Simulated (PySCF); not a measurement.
Geometry (Å), atoms numbered from 1 in this order:
```xyz
13

C    -2.2042   -0.0487   -0.0466
C    -0.7799   -0.2908   -0.4134
C     0.2435   -0.0754    0.3949
C     1.6803   -0.3234    0.0261
C     2.4159    0.9177    0.0629
N     2.9790    1.9116    0.1019
H    -2.7741   -0.9745   -0.1224
H    -2.6508    0.6706   -0.7324
H    -2.2862    0.3344    0.9674
H    -0.6146   -0.6754   -1.4125
H     0.0849    0.3156    1.3911
H     2.1430   -1.0109    0.7428
H     1.7588   -0.7502   -0.9776
```

- GIAO PBE0/pcSseg-1 shieldings
- geometry: GFN2-xTB
- program: PySCF 2.14
- one computed conformer, one averaged value for each set of equivalent atoms, isolated molecule, no relativistic terms

Referencing at the same level of theory: TMS for 13C and 1H; 15N against NH3.

```tsv
atoms	nucleus	count	δ (ppm)
C3	13C	1	128.5
N6	15N	1	?
C2	13C	1	?
H7/H8/H9	1H	3	1.93
C1	13C	1	22.2
H12/H13	1H	2	2.90
H10	1H	1	?
C5	13C	1	121.8
C4	13C	1	23.0
H11	1H	1	5.69
```

Question: Fill in the missing shifts.

Answer: 
- C2: 140.3 ppm, alkene CH; as expected for a trigonal carbon in a double bond
- H10: 5.97 ppm, hydrogen on an alkene CH; a vinylic proton, deshielded by the sp2 carbon and the C=C anisotropy
- N6: 299.7 ppm, nitrile nitrogen

Shifts are as computed. Against solution values, carbons near 30 ppm lie about +3 ppm off and those near 130 ppm about +5 ppm. Of 1211 compounds with measured shifts, 218 miss one by over three times the rms of a fit or turn the order of signals round; such compounds aren't used in these exercises. Experimental scales use liquid or dissolved standards, which lie at an offset from isolated NH3 (liquid NH3: subtract about 20 ppm). Unscaled 15N shifts of sp2 nitrogen come out 20 to 40 ppm too high even then.
